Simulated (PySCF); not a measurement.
Atom-mapped SMILES (the numbers label the heavy atoms): `[NH:1]=[O:2]`; H(Xn) means a hydrogen on atom n.

Geometry: PBE0-D3(BJ)/def2-SVP; GIAO shifts from PySCF, gas phase, non-relativistic, averaged over equivalent atoms.

At PBE0/pcSseg-1 (39 basis functions, 2.2 s wall time on 1 thread of an Arm Neoverse N1, shared host):
| atoms | δ (ppm) |
| --- | --- |
| N1 | 1405.2 |
| O2 | 2673.4 |
| H(N1) | 32.14 |

Chemical shifts δ = σref − σ; ¹⁵N (265.67 ppm) against NH3; H2O for ¹⁷O (334.56 ppm); ¹H (31.27 ppm) against TMS, all at this level.

**Question.** Predict the values at wB97X-D/pcSseg-2 on the same geometry.

**Answer.** 
| atoms | δ at wB97X-D/pcSseg-2 | change |
| --- | --- | --- |
| N1 | 1365.6 | -39.6 |
| O2 | 2564.6 | -108.8 |
| H(N1) | 30.14 | -2.00 |

Chemical shifts δ = σref − σ; ¹⁵N (σref 260.06) against NH3; H2O for ¹⁷O (σref 326.83); ¹H (σref 31.36) against TMS, all at this level.

The largest change is at O2 (oxygen bonded to N). Cost: 86 basis functions, 2.5 s wall time on 1 thread of an Arm Neoverse N1, shared host.

Unscaled 17O shifts of doubly bonded oxygen tend to come out too high, by tens of ppm or more. Experimental scales use liquid or dissolved standards, which lie at an offset from isolated NH3 (liquid NH3: subtract about 20 ppm) and H2O (liquid H2O: subtract about 36 ppm). Unscaled 15N shifts of sp2 nitrogen come out 20 to 40 ppm too high even then.
